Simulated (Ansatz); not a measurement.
**NH4 (doublet): from Hartree-Fock to the top rungs at distance N1–H4 along a hydrogen transfer = 1.012 Å, 6-31G**

Aim: climb from Hartree-Fock through coupled cluster and multireference methods for NH4 (doublet) at one geometry and basis, and see what each rung misses.

Computed with Ansatz 0.2.0, Gaussian basis. Level: 6-31G, core rule «outside noble gas», up to 1 orbitals frozen.

Plan: UHF; CCSD(T) on ROHF; CCSD(T) on UHF; BCCD(T) on ROHF; CISD; CCSDT(Q) on ROHF; CCSDT(Q) on UHF; CISDTQ; CCSDTQ on ROHF; CCSDTQ on UHF; CASSCF and MRCISD+Q, 3 electrons in 3 orbitals; CASSCF and NEVPT2, 3 electrons in 3 orbitals; CASSCF and MRCISD+Q, 9 electrons in 8 orbitals; CASSCF and NEVPT2, 9 electrons in 8 orbitals; Full CI.

5 further runs of the same task are left out: 5 that didn't finish.

## (1) The system

The geometry derives from fragments relaxed apart (PBE0/def2-TZVP) and kept rigid, so it is no stationary point. A hydrogen atom is moved between rigid fragments.

5 atoms, charge 0, spin multiplicity 2.

Atoms are counted from 1 here; the program's logs count them from 0.

Bond lengths: N1–H2 1.012 Å, N1–H3 1.012 Å, N1–H4 1.012 Å. Angles: H2–N1–H3 107.1°, H2–N1–H4 107.1°, H3–N1–H4 107.1°.

## (2) UHF

Contents of in.yaml:

```yaml
crystal:
  periodic: [false, false, false]
  atoms:
    - {symbol: N, position_ang: [-0.149857, -0.031601, -0.049186]}
    - {symbol: H, position_ang: [-0.447137, 0.936233, -0.049186]}
    - {symbol: H, position_ang: [-0.447136, -0.433900, 0.831073]}
    - {symbol: H, position_ang: [0.862603, -0.031600, -0.049187]}
    - {symbol: H, position_ang: [2.114143, -0.031600, -0.049187]}
basis:
  gaussian: {orbitals: 6-31G}
magnetization: {spin_polarized: true, initial_magnetization: 1}
hamiltonian: {xc: hf}
output: {orbitals: {seedname: orbitals}}
```

Launch:

```
ansatz run in.yaml --threads 1 --pin off --events-out ev --progress --plain --max-ram 2393MiB
```

Further steps of the session: CCSD(T) on ROHF; CCSD(T) on UHF; BCCD(T) on ROHF; CISD; CCSDT(Q) on ROHF; CCSDT(Q) on UHF; CISDTQ; CCSDTQ on ROHF; CCSDTQ on UHF; CASSCF and MRCISD+Q, 3 electrons in 3 orbitals; CASSCF and NEVPT2, 3 electrons in 3 orbitals; CASSCF and MRCISD+Q, 9 electrons in 8 orbitals; CASSCF and NEVPT2, 9 electrons in 8 orbitals; Full CI.

Before running them: what should the planned runs give, taken together? Wanted: FCI below the RHF energy; RMP2 from FCI; UMP2 from FCI; RCCSD from FCI; RCCSD(T) from FCI; UCCSD(T) from FCI; RCCSDT(Q) from FCI; UCCSDT(Q) from FCI; NEVPT2 pair from FCI.

**Answer**, as computed:

| quantity | value |
| --- | --- |
| FCI below the RHF energy | -3.6566 eV |
| RMP2 from FCI | +41.1 kJ/mol |
| UMP2 from FCI | +40.6 kJ/mol |
| RCCSD from FCI | +5.4 kJ/mol |
| RCCSD(T) from FCI | +1.3 kJ/mol |
| UCCSD(T) from FCI | +1.2 kJ/mol |
| RCCSDT(Q) from FCI | 0.0 kJ/mol |
| UCCSDT(Q) from FCI | 0.0 kJ/mol |
| NEVPT2 pair from FCI | +33.9 kJ/mol |
| NEVPT2 valence from FCI | +28.9 kJ/mol |
| MRCISD+Q valence from FCI | +0.6 kJ/mol |
| levels within 1 kcal/mol (43 meV) | RCCSD(T), UCCSD(T), BCCD(T), RCCSDT, UCCSDT, CISDTQ, RCCSDT(Q), UCCSDT(Q), RCCSDTQ, UCCSDTQ, MRCISD valence, MRCISD+Q valence |
| T1 diagnostic | 0.017 |
| effectively unpaired electrons | 1.02 |

**Reading.** RCCSD(T) lands +1.3 kJ/mol from the yardstick (0.4 % of the correlation energy). One determinant dominates. Of the multireference levels listed MRCISD+Q valence comes nearest in total energy (+0.6 kJ/mol), which doesn't show that its space is the better one. These misses are within one basis, not against nature; the frozen cores of restricted and unrestricted runs differ, which can shift their rows.
